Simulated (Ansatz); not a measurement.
The input, for Ansatz 0.2.0:

```yaml
crystal:
  periodic: [false, false, false]
  atoms:
    - {symbol: C, position_ang: [0.000000, 0.000000, 0.863376]}
    - {symbol: Li, position_ang: [0.000000, 0.000000, -2.038327]}
    - {symbol: H, position_ang: [0.000000, 1.331763, 1.874259]}
    - {symbol: H, position_ang: [0.000000, -1.331763, 1.874259]}
basis:
  gaussian: {orbitals: 6-31G}
magnetization: {spin_polarized: true, initial_magnetization: 1}
hamiltonian: {xc: {name: r2SCAN}}
output: {forces: true}
```

```sh
$ ansatz run in.yaml --threads 1 --pin off --events-out ev --progress --plain --max-ram 2393MiB
```

Log:

```
317 factors; integrals over basis functions are off by at most 2.6e-4 eV
mean field evaluation 1: about -1262.3812 eV, gradient 2.0e1 eV
mean field evaluation 2: about -1237.3771 eV, gradient 4.5e1 eV
mean field evaluation 4: about -1265.2758 eV, gradient 4.1e-1 eV
mean field evaluation 8: about -1265.2816 eV, gradient 1.4e-1 eV
mean field evaluation 16: about -1265.2833 eV, gradient 1.4e-3 eV
mean field evaluation 32: about -1263.9088 eV, gradient 3.3e-1 eV
mean field evaluation 64: about -1265.0373 eV, gradient 1.4e0 eV
mean field -1265.28331933 eV, -46.4983043457 hartree, gradient 3.8e-6 eV, S^2 0.800274; 8 other end points of the search recorded, 0 dependent functions left out
the calculation of the forces begins
reference -1265.28334484 eV, -46.4983052831 hartree; 6, 5 occupied and 16, 17 virtual orbitals, 317 factors
Total energy: -1265.28334484 eV, -46.4983052831 hartree
Atom 0 at     0.000000     0.000000     0.863376 Å, force    -0.000000    -0.000000     2.615039 eV/Å
Atom 1 at     0.000000     0.000000    -2.038327 Å, force     0.000000    -0.000000     1.571350 eV/Å
Atom 2 at     0.000000     1.331763     1.874259 Å, force     0.000000    -3.098936    -2.093194 eV/Å
Atom 3 at     0.000000    -1.331763     1.874259 Å, force     0.000000     3.098936    -2.093194 eV/Å
Dipole moment:    -0.000000    -0.000000    -1.993323 e Å
```

Forces (eV/Å):
```
C    0.000  0.000  2.615
Li   0.000  0.000  1.571
H    0.000 -3.099 -2.093
H    0.000  3.099 -2.093
```

Ran on 1 thread of Arm Neoverse V2, shared host: 4.8 s wall, 0.17 GiB peak host memory.
